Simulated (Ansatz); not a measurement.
For 1T (CdI2-type) TiTe2, rVV10 (Ansatz, a program for electronic structure, plane waves, PAW) gives:

* **equilibrium lattice constant a**: 3.827 Å
* **lattice parameter c**: 6.615 Å
* **formation enthalpy**: -0.648 eV/atom

### Question
What does HSE06 (PAW; Ansatz) give for the same quantities?

### Answer

- lattice constant a: 3.784 Å (decreases by 1.1 %)
- lattice parameter c: 7.083 Å (grows by 7.1 %)
- formation enthalpy: -0.844 eV/atom (moves by -0.196 eV/atom)

Changes are worked out from the printed values.

Unless a cell is named, each level is at its own relaxed cell (rVV10 27.97, HSE06 29.27 Å³/atom).

Levels without +SOC leave out spin–orbit coupling, which shifts energies and cells of such heavy elements.

Caveats: exact exchange on metals is sensitive to the k mesh and can open a false gap (HSE06); the cell comes from a level without a dispersion term, which matters for the spacing of layers, chains or molecules (HSE06); the run warned that the count of filled bands differs between k points (HSE06). Ansatz's density-functional and Hartree–Fock values are scalar-relativistic unless marked +SOC, with PAW data made under PBE.
